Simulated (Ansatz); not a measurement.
Relaxation of BFH$_{3}$ (5 atoms, charge 0, multiplicity 2), to a largest force component of 0.03 eV/Å in at most 50 steps.

Method: UKS B3LYP/cc-pVDZ in Ansatz 0.2.0.

```xyz
5
Properties=species:S:1:pos:R:3
B 0.000 0.000 -0.087
H 0.000 0.000 1.113
H 1.052 0.000 -0.669
H -1.052 0.000 -0.669
F 0.000 0.000 3.223
```

Where does it end, and by what steps?

The forces met the threshold. After 14 steps the energy has fallen by 1.070 eV; H2 moved furthest, 0.65 Å. Parted: B1–H2 (1.20 → 1.97 Å). Joined: H2–F5 (2.11 → 0.95 Å).

```json
{"step": "0", "energy less start (eV)": "0.0000", "largest force component (eV/Å)": "0.640", "accepted": "yes"}
{"step": "1", "energy less start (eV)": "-0.0468", "largest force component (eV/Å)": "0.560", "accepted": "yes"}
{"step": "2", "energy less start (eV)": "-0.1802", "largest force component (eV/Å)": "0.620", "accepted": "yes"}
{"step": "3", "energy less start (eV)": "-0.2882", "largest force component (eV/Å)": "0.926", "accepted": "yes"}
{"step": "4", "energy less start (eV)": "-0.3565", "largest force component (eV/Å)": "1.106", "accepted": "yes"}
{"step": "5", "energy less start (eV)": "-0.4138", "largest force component (eV/Å)": "1.198", "accepted": "yes"}
{"step": "6", "energy less start (eV)": "-0.7066", "largest force component (eV/Å)": "1.575", "accepted": "yes"}
{"step": "7", "energy less start (eV)": "-0.1012", "largest force component (eV/Å)": "12.433", "accepted": "no"}
{"step": "8", "energy less start (eV)": "-0.8700", "largest force component (eV/Å)": "1.603", "accepted": "yes"}
{"step": "9", "energy less start (eV)": "-0.9792", "largest force component (eV/Å)": "1.046", "accepted": "yes"}
{"step": "10", "energy less start (eV)": "-0.9563", "largest force component (eV/Å)": "3.342", "accepted": "no"}
{"step": "11", "energy less start (eV)": "-1.0458", "largest force component (eV/Å)": "0.396", "accepted": "yes"}
{"step": "12", "energy less start (eV)": "-1.0656", "largest force component (eV/Å)": "0.136", "accepted": "yes"}
{"step": "13", "energy less start (eV)": "-1.0696", "largest force component (eV/Å)": "0.182", "accepted": "yes"}
{"step": "14", "energy less start (eV)": "-1.0701", "largest force component (eV/Å)": "0.013", "accepted": "yes"}
```

```xyz
5
Properties=species:S:1:pos:R:3
B 0.000 0.000 -0.208
H 0.000 0.000 1.767
H 1.101 0.000 -0.682
H -1.101 0.000 -0.682
F 0.000 0.000 2.715
```

Whether the end is a true minimum wasn't checked by a vibrational analysis.

The run took 19 s on 1 thread of Arm Neoverse V1, on a shared host, peak memory 0.11 GiB.
